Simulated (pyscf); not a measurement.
This saddle point was located with ωB97X-D3(BJ)/def2-SVP in PySCF.

```
Zn
O 1 1.7849
H 2 0.9631 1 114.07
S 1 2.3231 2 153.20 3 5.08
H 4 1.3493 1 93.86 2 85.78
H 4 1.7356 5 93.85 1 -65.77
Cl 6 1.5044 4 147.25 5 91.52
```

Surface: singlet, charge 0. Lowest wavenumbers (cm⁻¹): 637i, 109, 127, 219, 237.

Problem. Name the species on either side of this saddle.

Solution. `[OH][Zn][Cl]` + `[SH2]` ⇌ `[OH][Zn][SH]` + `[ClH]`, a four-centre exchange read from left to right: Cl–Zn, H–S broken and S–Zn, Cl–H formed. At ωB97M-D3(BJ)/def2-TZVP it lies +0.44 eV from the left side and +0.07 eV from the right (each side as separated species at their lowest minima found). On the reactant side the descent ends in an adduct with a S–Zn contact, 0.46 eV under the separated species and 0.77 eV under the saddle at ωB97X-D3(BJ)/def2-TZVP. On the product side the descent ends in a complex, 0.26 eV under the separated species and 0.22 eV under the saddle at ωB97X-D3(BJ)/def2-TZVP. What is counted as formed (S–Zn) is already present as a longer contact in the reactant adduct; forming that adduct is a step of its own. At ωB97X-D3(BJ)/def2-TZVP the barrier from the zero used here is 0.31 eV. The same reactants have a lower exit, to H₂O + HS–Zn–Cl (barrier -0.18 eV at ωB97M-D3(BJ)/def2-TZVP, against +0.44 eV here). This is the saddle that the search found; another between the same sides may lie lower. Elements up to Kr have no core potential and no relativistic terms here.
